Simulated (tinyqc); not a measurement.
Coupled-perturbed Hartree-Fock on RHF in the sto-3g basis, for H2O, spin multiplicity 1, step by step. One step of it, computed by the program tinyqc.

Task: Response to a field: uncoupled start. Field along z; U_ai = -mu_ai / (e_a - e_i), alpha = -4 sum U_ai mu_ai.

orbital energies (hartree): [-20.248193, -1.293402, -0.618189, -0.475011, -0.398691, 0.643746, 0.756208]

dipole integrals <a|z|i> (bohr), order a6, a7:
```
[[0.045116, -0.147780, 0.074172, -0.525981, 0.000000],
 [0.004985, -0.023795, -0.667123, -0.043645, 0.000000]]
```

Give: uncoupled U; uncoupled polarisability.

Result:

uncoupled U, order a6, a7:
```
[[-0.0022, 0.0763, -0.0588, 0.4701, 0.0000],
 [-0.0002, 0.0116, 0.4854, 0.0354, 0.0000]]
```

uncoupled polarisability = 2.3546 bohr^3
